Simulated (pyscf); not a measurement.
Elementary routes open to `[OH][Si]([OH])([OH])[F]` + `[H][H]` in the gas phase (singlet surface):
A. `[OH][SiH]([OH])[OH]` + `[FH]` (F–Si, H–H broken; H–Si, F–H formed)
B. `[OH2]` + `[OH][SiH]([OH])[F]` (O–Si, H–H broken; H–O, H–Si formed)

Single points on ωB97X-D3(BJ)/def2-SVP structures (PySCF, gas phase).

Q: Rank the routes by free-energy barrier at 600 K, lowest first, for ωB97M-D3(BJ)/def2-TZVP energies (ideal gas, 1 atm, RRHO with modes under 100 cm⁻¹ raised to 100, one conformer, R ln 2 for chiral ones without a mode under 150 cm⁻¹).

A: B (318.1 kJ/mol), A (329.9 kJ/mol)

Route B is the fastest of these, ahead of the next by 11.7 kJ/mol. The most stable products are those of B (ΔG = +90.1 kJ/mol), so kinetics and thermodynamics agree. At 1200 K B is still the fastest. A: On the product side the descent ends in a complex, 18.3 kJ/mol under the separated species and 120.4 kJ/mol under the saddle at ωB97X-D3(BJ)/def2-TZVP. B: On the product side the descent ends in a complex (not fully relaxed), 33.4 kJ/mol under the separated species and 167.1 kJ/mol under the saddle at ωB97X-D3(BJ)/def2-TZVP. Only these routes are compared; each barrier is that of the saddle found, and lower ones may exist.
